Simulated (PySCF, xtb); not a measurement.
NO₂, SMILES O=N[O], multiplicity 2.

Harmonic wavenumbers (cm⁻¹) from GFN2-xTB run with xtb at its own minimum, in rising order: 651, 1429, 1931.

### Question
What does TPSSh-D3(BJ)/def2-TZVP (PySCF) give at its own minimum? (An estimate is asked for; the answer gives what the named calculation found.)

### Answer
759, 1375, 1683. Paired by order, the mean absolute difference is 136 cm⁻¹ and the zero-point energies are 5.7 and 5.5 kcal/mol.
